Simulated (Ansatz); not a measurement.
A made-up structure of SiH₂O₂, singlet:

O1  (0.511, -0.641, 1.552)
Si2  (-0.210, -0.280, 0.186)
O3  (0.170, 0.622, -0.750)
H4  (-1.420, -0.678, -0.582)
H5  (0.949, 0.977, -0.406)
(Å)

It is relaxed with PBE-D4/def2-SVP and then PBE0-D4/def2-TZVP (Ansatz 0.2.0). Atoms count as bonded within 1.22 times the sum of their covalent radii (H–H: 0.88 Å). The end point is not checked to be a true minimum.

Does its bonding change? (A judgement: the text doesn't fix the answer.)

By the calculation: No: no bond forms or breaks.

Where it ends: The first stage lowers the energy by 3.20 eV in 9 steps. It ends as SiH₂O₂ ([O][SiH][OH]):
O1  (0.323, -0.778, 1.546)
Si2  (-0.265, -0.345, 0.223)
O3  (0.311, 0.763, -0.805)
H4  (-1.495, -0.848, -0.409)
H5  (1.126, 1.208, -0.555)
(Å)

Labels in which every atom is bracketed show which atoms are joined, not bond orders.

For scale, one of the runs: PBE0-D4/def2-TZVP relaxation, 111 basis functions, launched by `ansatz run in.yaml --threads 2 --pin off --events-out ev --progress --plain --max-ram 4352MiB`. The run took about 11 s on 2 CPU threads of an Arm Neoverse V1 (shared host).
